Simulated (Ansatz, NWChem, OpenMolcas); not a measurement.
**Computed against measured: dipole moment**

6 molecules holding an element from Na to Cl; the dipole moment in D, computed less measured. Shapes, held fixed at every level: PBE0-D4/def2-TZVP; PN, SiS at the measured bond length. No vibrational averaging. Dipoles are compared by magnitude; molecules under 1 D, whose direction can flip, are left out. Programs: Ansatz 0.2.0, NWChem 7.3.0, OpenMolcas 26.06. A level may come from different programs for different species; with the same settings they agree closely. Measured values: NIST CCCBDB.

Levels: A = HF/def2-SVP; B = PBE0/def2-SVP; C = B3LYP/6-31G* (spherical functions).

```json
{"molecule": "PN (phosphorus nitride)", "measured": "2.75", "A": "+0.21", "B": "-0.21", "C": "-0.30"}
{"molecule": "SiS (SMILES [Si-]#[S+])", "measured": "1.73", "A": "+0.36", "B": "-0.21", "C": "+0.01"}
{"molecule": "PF3 (phosphorus trifluoride)", "measured": "1.03", "A": "+0.52", "B": "+0.07", "C": "-0.06"}
{"molecule": "CHCl2F (dichlorofluoromethane)", "measured": "1.29", "A": "+0.27", "B": "+0.04", "C": "+0.05"}
{"molecule": "SO2F2 (sulfuryl fluoride)", "measured": "1.12", "A": "+0.01", "B": "-0.08", "C": "+0.06"}
{"molecule": "C2H6S (dimethyl sulfide)", "measured": "1.50", "A": "+0.16", "B": "+0.07", "C": "+0.20"}
```

Task: Which level does best on this set, which worst, and which err to one side?

Result: 
```tsv
level	kind	mean error	mean absolute error	worst case
HF/def2-SVP	Hartree–Fock	+0.255	0.255	PF3
PBE0/def2-SVP	global hybrid	-0.053	0.113	PN
B3LYP/6-31G* (spherical functions)	global hybrid	-0.007	0.113	PN
```

On this set PBE0/def2-SVP has the smallest mean absolute error and HF/def2-SVP the largest. HF/def2-SVP is too high in 6 of 6; B3LYP/6-31G* (spherical functions) is too high in 4 of 6. The levels differ in basis as well as in method. The smallest two are near a tie. The set is small.
